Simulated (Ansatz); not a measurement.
# H₂Cl (doublet): from Hartree-Fock to the top rungs at distance H1–H2 along a hydrogen transfer = 0.835 Å, cc-pVDZ

Aim: climb from Hartree-Fock through coupled cluster and multireference methods for H₂Cl (doublet) at one geometry and basis, and see what each rung misses.

The runs use Ansatz 0.2.0, Gaussian basis; cc-pVDZ, core rule «outside noble gas», up to 5 orbitals frozen.

To be run: UHF; CCSD(T) on ROHF; CCSD(T) on UHF; BCCD(T) on ROHF; CISD; CCSDT(Q) on ROHF; CCSDT(Q) on UHF; CCSDTQ on ROHF; CCSDTQ on UHF; CASSCF and MRCISD+Q, 3 electrons in 3 orbitals; CASSCF and NEVPT2, 3 electrons in 3 orbitals; CASSCF and MRCISD+Q, 9 electrons in 6 orbitals; CASSCF and NEVPT2, 9 electrons in 6 orbitals; Full CI.

### Step 1. The system

The geometry derives from fragments relaxed apart (PBE0/def2-TZVP) and kept rigid, so it is no stationary point. A hydrogen atom is moved between rigid fragments.

3 atoms, charge 0, spin multiplicity 2.

Atoms are counted from 1 here; the program's logs count them from 0.

Bond lengths: H1–H2 0.835 Å, H2–Cl3 1.576 Å. Angles: H1–H2–Cl3 180.0°.

### Step 2. UHF

The input, in.yaml:

```yaml
crystal:
  periodic: [false, false, false]
  atoms:
    - {symbol: H, position_ang: [0.000000, 0.000000, -1.082000]}
    - {symbol: H, position_ang: [0.000000, 0.000000, -0.247000]}
    - {symbol: Cl, position_ang: [0.000000, 0.000000, 1.329000]}
basis:
  gaussian: {orbitals: cc-pVDZ}
magnetization: {spin_polarized: true, initial_magnetization: 1}
hamiltonian: {xc: hf}
output: {orbitals: {seedname: orbitals}}
```

Started as:

```sh
> ansatz run in.yaml --threads 1 --pin off --events-out ev --progress --plain --max-ram 5632MiB --backend cpu
```

After this run come: CCSD(T) on ROHF; CCSD(T) on UHF; BCCD(T) on ROHF; CISD; CCSDT(Q) on ROHF; CCSDT(Q) on UHF; CCSDTQ on ROHF; CCSDTQ on UHF; CASSCF and MRCISD+Q, 3 electrons in 3 orbitals; CASSCF and NEVPT2, 3 electrons in 3 orbitals; CASSCF and MRCISD+Q, 9 electrons in 6 orbitals; CASSCF and NEVPT2, 9 electrons in 6 orbitals; Full CI.

Before running them: what should the planned runs give, taken together? Wanted: FCI below the RHF energy; RMP2 from FCI; UMP2 from FCI; RCCSD from FCI; RCCSD(T) from FCI; UCCSD(T) from FCI; RCCSDT(Q) from FCI; UCCSDT(Q) from FCI; NEVPT2 pair from FCI.

As calculated:

| quantity | value |
| --- | --- |
| FCI below the RHF energy | -5.0647 eV |
| RMP2 from FCI | +67.9 kJ/mol |
| UMP2 from FCI | +70.4 kJ/mol |
| RCCSD from FCI | +8.4 kJ/mol |
| RCCSD(T) from FCI | +1.6 kJ/mol |
| UCCSD(T) from FCI | +1.6 kJ/mol |
| RCCSDT(Q) from FCI | +0.1 kJ/mol |
| UCCSDT(Q) from FCI | 0.0 kJ/mol |
| NEVPT2 pair from FCI | +58.6 kJ/mol |
| MRCISD+Q pair from FCI | -0.1 kJ/mol |
| NEVPT2 valence from FCI | +95.4 kJ/mol |
| levels within 1 kcal/mol (43 meV) | RCCSD(T), UCCSD(T), BCCD(T), RCCSDT, UCCSDT, RCCSDT(Q), UCCSDT(Q), RCCSDTQ, UCCSDTQ, MRCISD+Q pair, MRCISD+Q valence |
| T1 diagnostic | 0.023 |
| effectively unpaired electrons | 1.03 |

RCCSD(T) lands +1.6 kJ/mol from the yardstick (0.3 % of the correlation energy). One determinant dominates. Of the multireference levels listed MRCISD+Q valence comes nearest in total energy (0.0 kJ/mol), which doesn't show that its space is the better one. These misses are within one basis, not against nature; the frozen cores of restricted and unrestricted runs differ, which can shift their rows.
